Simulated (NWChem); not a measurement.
# allene (C3H4); SMILES C=C=C

Program: NWChem. Geometry: optimised at PBE-D3(BJ)/def2-SVP. Level: M06-2X/def2-SVP with SMD, gas-phase geometry; reactions with the solvents are ignored.

```csv
SMD term (kcal/mol),water,ethyl acetate
distortion of the solute's density,0.39,0.27
polarisation,-3.24,-2.62
"cavity, dispersion and structure",3.71,0.32
```

### Question
Sum the solvation free energies, find the transfer free energy from water to ethyl acetate and the partition coefficient at 298.15 K.

### Answer

1. ΔG(solv, water) = 0.86 kcal/mol and ΔG(solv, ethyl acetate) = -2.03 kcal/mol (1 M gas to 1 M solution).
2. Transfer: -2.03 − (0.86) = -2.89 kcal/mol.
3. log₁₀ K(ethyl acetate/water) = −ΔG/(RT ln 10) = 2.89/1.364 = 2.1, so the model puts more of the solute in ethyl acetate.
4. Of the transfer energy, 0.50 kcal/mol is electrostatic and -3.39 comes from the non-electrostatic term. The two phases are taken as the pure solvents.
